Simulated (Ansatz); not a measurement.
`[SiH3][AlH][Cl]` + H₂O → `[OH][AlH][Cl]` + SiH₄ at 400 K and 1 bar (formal hydrolysis of the Al–Si bond).

Calculated with Ansatz (gas phase, PBE0-D4/def2-TZVP geometries, no zero-point term in ΔE). CCSD(T)/CBS adds triple-zeta CCSD(T) − MP2 to the extrapolated MP2 energy (def2 sets, frozen cores). This one scheme is used for every species. One conformer a species, not always the lowest.

```json
{"species": "`[SiH3][AlH][Cl]`", "CCSD(T)/CBS energy (Eh)": "-993.32756", "H − E (kJ/mol)": "113.7", "S (J/(mol·K))": "366.3"}
{"species": "H₂O", "CCSD(T)/CBS energy (Eh)": "-76.37941", "H − E (kJ/mol)": "69.8", "S (J/(mol·K))": "198.6"}
{"species": "`[OH][AlH][Cl]`", "CCSD(T)/CBS energy (Eh)": "-778.29577", "H − E (kJ/mol)": "79.8", "S (J/(mol·K))": "310.0"}
{"species": "SiH₄", "CCSD(T)/CBS energy (Eh)": "-291.46306", "H − E (kJ/mol)": "96.9", "S (J/(mol·K))": "218.6"}
```

H − E and S are ideal-gas, rigid-rotor, harmonic terms from PBE0-D4/def2-TZVP, for one conformer and one mirror image of each species. 1 Eh = 2625.50 kJ/mol, R = 8.31446 J/(mol·K).

Task: By hand: ΔE, ΔH, ΔS and ΔG.

Result: ΔE = (-778.29577) + (-291.46306) − (-993.32756) − (-76.37941) = -0.05186 Eh = -136.2 kJ/mol. Δ(H − E) = 79.8 + 96.9 − 113.7 − 69.8 = -6.8, so ΔH = -143.0 kJ/mol. ΔS = 310.0 + 218.6 − 366.3 − 198.6 = -36.3 J/(mol·K). ΔG = -143.0 − 400 × (-36.3)/1000 = -128.5 kJ/mol.

Task: By hand: the equilibrium constant, and the temperature at which ΔG would vanish if ΔH and ΔS stayed fixed.

Result: log₁₀ K = −ΔG/(RT ln 10) = 16.8. ΔG = 0 at ΔH/ΔS = 3939 K, far beyond where these terms or the molecules hold.

ΔH outweighs TΔS. A doubt of 5 kJ/mol in ΔE shifts log₁₀ K by 0.7 here. Other conformers and mirror images would add mixing entropy, several J/(mol·K) or more a flexible species. Modes under 60 cm⁻¹, often nearly free rotors, make the harmonic entropy too high. These are equilibria of isolated gas molecules and say nothing of rates. Largest T1 diagnostic: 0.011 (customary marks: 0.02 for closed shells, 0.045 for open ones).
